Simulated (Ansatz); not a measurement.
**Structure relaxation of BaCr**

These are results of Ansatz 0.2.0, DFT PBE, scalar-relativistic, plane waves, PAW, not measurements. Cutoff 420 eV, Γ-centred k mesh, Gaussian smearing, collinear spin, first started from parallel moments.

The start puts BaCr on the rock salt structure type (Fm-3m, No. 225), with Ba in place of Na, Cr in place of Cl, at a guessed volume.

```yaml
crystal:
  lattice:
    - [0.00000, 2.92695, 2.92695]
    - [2.92695, 0.00000, 2.92695]
    - [2.92695, 2.92695, 0.00000]
  atoms:
    - { symbol: Ba, position: [0.00000, 0.00000, 0.00000] }
    - { symbol: Cr, position: [0.50000, 0.50000, 0.50000] }
```

Cell and atoms relax at zero pressure; the relaxation can't lower the symmetry of the start. After a coarse first stage the cell is made exact in the group found at 0.06 Å.

Formation energies are uncorrected and refer to the elements' standard structures at the same level.

Question: Describe the relaxed structure.

Answer: It keeps Fm-3m (No. 225). The result has the rock salt structure. Conventional cell: a = 6.963 Å. Ba has 6 Cr at 3.48 Å; Cr has 6 Ba at 3.48 Å.

```xyz
2
Lattice="0.0000 3.4817 3.4817 3.4817 0.0000 3.4817 3.4817 3.4817 0.0000" Properties=species:S:1:pos:R:3 pbc="T T T"
Ba    0.0000    0.0000    0.0000
Cr    3.4817    3.4817    3.4817
```

Question: What are its volume, energy, gap and moment?

Answer: The volume per atom is 42.21 Å³, the density is 3.72 g/cm³ and the energy over the elements is 1.09 eV/atom. The gap on the 14×14×14 mesh is 0 eV (a metal) and the net moment per atom is 2.37 μB. The largest site moment is 4.43 μB.

The final run used a 14×14×14 mesh on its 2-atom cell and 0.10 eV smearing. The k mesh leaves about 4 meV/atom of noise in metals. A structure relaxed within its symmetry needn't be a true minimum.

Cost: 3 runs of about 2.5 core-minutes in all, on Arm Neoverse V1 (shared hosts).